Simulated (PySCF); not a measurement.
Basis-set dependence of population analyses: `C=CC(=O)F`

C₃H₃FO.
Geometry (PBE0-D3(BJ)/def2-SVP, Å), atoms numbered from 1 in this order:
```
atom  x, y, z in Å
C1     0.9872    0.7719   -0.0772
C2     0.1410   -0.1013    0.4733
C3    -0.9898   -0.6348   -0.3103
O4    -1.2779   -0.3954   -1.4357
F5    -1.7252   -1.4821    0.4223
H6     0.8450    1.0942   -1.1130
H7     1.8321    1.1794    0.4828
H8     0.2444   -0.4508    1.5032
```

PBE0 throughout (PySCF), one geometry, spherical d and f functions. Isolated species at its PBE0-D3(BJ)/def2-SVP geometry (one conformer only). The first 7 of 8 kinds of atom are listed.

Mulliken charges (e):

```tsv
basis	functions	C1	C2	C3	O4	F5	H6	H7
STO-3G	28	-0.142	-0.113	+0.250	-0.213	-0.080	+0.104	+0.097
6-31G	51	-0.312	-0.176	+0.526	-0.359	-0.292	+0.213	+0.191
6-31G*	76	-0.343	-0.226	+0.629	-0.387	-0.297	+0.219	+0.200
def2-SVP	85	-0.005	-0.183	+0.331	-0.179	-0.194	+0.088	+0.077
6-311+G(2d,p)	153	-0.288	+0.114	+0.439	-0.423	-0.278	+0.160	+0.144
def2-TZVP	173	-0.191	-0.221	+0.359	-0.253	-0.163	+0.168	+0.151
```

IAO charges (e):

```json
{"basis": "STO-3G", "functions": "28", "C1": "-0.225", "C2": "-0.204", "C3": "+0.308", "O4": "-0.220", "F5": "-0.102", "H6": "+0.149", "H7": "+0.146"}
{"basis": "6-31G", "functions": "51", "C1": "-0.235", "C2": "-0.213", "C3": "+0.544", "O4": "-0.369", "F5": "-0.258", "H6": "+0.181", "H7": "+0.174"}
{"basis": "6-31G*", "functions": "76", "C1": "-0.225", "C2": "-0.216", "C3": "+0.604", "O4": "-0.399", "F5": "-0.271", "H6": "+0.174", "H7": "+0.166"}
{"basis": "def2-SVP", "functions": "85", "C1": "-0.219", "C2": "-0.215", "C3": "+0.597", "O4": "-0.390", "F5": "-0.272", "H6": "+0.171", "H7": "+0.163"}
{"basis": "6-311+G(2d,p)", "functions": "153", "C1": "-0.232", "C2": "-0.221", "C3": "+0.614", "O4": "-0.404", "F5": "-0.284", "H6": "+0.181", "H7": "+0.172"}
{"basis": "def2-TZVP", "functions": "173", "C1": "-0.233", "C2": "-0.222", "C3": "+0.619", "O4": "-0.405", "F5": "-0.284", "H6": "+0.180", "H7": "+0.172"}
```

Hirshfeld charges (e):

```csv
basis,functions,C1,C2,C3,O4,F5,H6,H7
STO-3G,28,-0.027,-0.046,+0.176,-0.172,-0.044,+0.041,+0.037
6-31G,51,-0.036,-0.057,+0.225,-0.231,-0.095,+0.065,+0.068
6-31G*,76,-0.038,-0.055,+0.223,-0.237,-0.082,+0.065,+0.066
def2-SVP,85,-0.040,-0.061,+0.227,-0.228,-0.083,+0.062,+0.066
"6-311+G(2d,p)",153,-0.039,-0.062,+0.221,-0.230,-0.089,+0.067,+0.069
def2-TZVP,173,-0.042,-0.061,+0.223,-0.230,-0.087,+0.067,+0.069
```

Task: Which scheme is steadiest as the basis changes?

Result: Largest range over the bases for any column: Hirshfeld 0.07 e, IAO 0.31 e, Mulliken 0.38 e. Hirshfeld charges move least and Mulliken charges most, counted in e. Without the minimal STO-3G basis the ranges are Hirshfeld 0.01, IAO 0.07, Mulliken 0.34 e.

Task: How much do the charges still move between the two largest bases, 6-311+G(2d,p) and def2-TZVP?

Result: At most, over all atoms: Mulliken 0.335 e, IAO 0.005 e, Hirshfeld 0.003 e.

Task: What do the same runs give for the total energy, the frontier levels and the dipole moment?

Result: 
```
        basis  energy (Eh)  HOMO (eV)  LUMO (eV)  μ (D)
       STO-3G    -286.9549      -5.16       1.41   1.85
        6-31G    -290.7720      -8.75      -1.89   3.44
       6-31G*    -290.8539      -8.55      -1.66   3.08
     def2-SVP    -290.6438      -8.77      -1.91   3.11
6-311+G(2d,p)    -290.9529      -8.86      -2.15   3.30
    def2-TZVP    -290.9808      -8.84      -2.08   3.24
```

The dipole is fixed by the density alone, so its range of 1.59 D shows that the density itself changes with the basis, not only its division among atoms.
